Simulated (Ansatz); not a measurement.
System (SMILES): [SiH4] (SiH4).
Atoms: Si1, H2, H3, H4, H5. Bonds: Si1-H2, Si1-H3, Si1-H4, Si1-H5.

Basis-set convergence of the optimised Si1-H2 bond length at MP2 with Ansatz (an electronic-structure program). The reference of a correlated method is not its basis-set limit, which lies further on. All functions are spherical. Cores are frozen. No added dispersion term, no relativity. Reference: the value in def2-QZVPP, 1.4736 Å. Deviations are taken from unrounded values. Cost is core time over that of cc-pV(T+d)Z, rough, on shared machines of one kind; a dash marks a row that isn't timed (too short, read off another run, short of memory, by another algorithm or on other hardware). It counts the whole optimisation.

| basis | functions | cost |
|---|---|---|
| cc-pV(D+d)Z | 43 | - |
| aug-cc-pV(D+d)Z | 68 | 0.8× |
| cc-pV(T+d)Z | 95 | 1× |
| jun-cc-pV(T+d)Z | 104 | 1× |
| aug-cc-pV(T+d)Z | 147 | 4× |
| cc-pV(Q+d)Z | 184 | 7× |

**Question.** Which is the smallest correlation-consistent set listed that can be trusted to 0.003 Å here, that is, within that of the reference together with its larger relatives (same family, alike in diffuse functions; a set with none to test it counts only in the reference's own line)?

**Answer.** The smallest set listed that lies within 0.003 Å of the reference with all its larger relatives (same family, alike in diffuse functions; a set with none counts only in the reference's own line) is cc-pV(T+d)Z (95 functions, 1× in cost, 0.0009 Å off). Value minus reference: cc-pV(D+d)Z 0.0075, aug-cc-pV(D+d)Z 0.0089, cc-pV(T+d)Z 0.0009, jun-cc-pV(T+d)Z 0.0010, aug-cc-pV(T+d)Z 0.0014, cc-pV(Q+d)Z 0.0000 Å.
